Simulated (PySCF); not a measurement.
Molecule: acrylic acid, C₃H₄O₂.

Bonds (- single, = double, # triple, : aromatic): C1=C2 1.334 Å, C2-C3 1.482 Å, C3=O4 1.205 Å, C3-O5 1.340 Å. C1 carries H6, H7; C2 carries H8; O5 carries H9. H7 is cis to C3; H6 is trans to C3.

Spin–spin couplings on one PBE0-D3(BJ)/def2-SVP geometry, PySCF 2.14, gas phase, non-relativistic, equivalent pairs averaged; isotopes 1H; basis pcJ-1.

Reference values (Hz): 3J(H8,H6) = 10.5 (measured; solution (compiled); Pretsch, Buehlmann, Badertscher, Structure Determination of Organic Compounds, 4th ed., Springer 2009); 3J(H8,H7) = 17.2 (measured; solution (compiled); Pretsch, Buehlmann, Badertscher, Structure Determination of Organic Compounds, 4th ed., Springer 2009); 2J(H6,H7) = 1.8 (measured; solution (compiled); Pretsch, Buehlmann, Badertscher, Structure Determination of Organic Compounds, 4th ed., Springer 2009).

Question: How do the couplings (Hz) change with the functional? Times are CPU seconds on 1 thread of an Arm Neoverse V1, shared host.

Answer: 
```
functional  functions  3J(H8,H6)  3J(H8,H7)  2J(H6,H7)  mean abs. error  core-s
       LDA        175        8.6       13.9        3.2              2.2      13
       PBE        175       10.2       17.8        3.1              0.7      21
       KT2        175       12.8       23.8        1.8              3.0      20
     B3LYP        175       11.2       18.9        2.8              1.2      27
      PBE0        175       11.2       18.8        0.7              1.1      26
     B97-2        175        9.9       16.8        1.6              0.4      21
 BHandHLYP        175       13.4       21.7       -0.6              2.8      24
 CAM-B3LYP        175       11.7       18.9        2.0              1.0      28
```

Errors compare magnitudes, without vibrational corrections, and the largest couplings weigh most in the mean. Closest: B97-2; furthest: KT2. Left out for a near triplet instability: HF/pcJ-1.
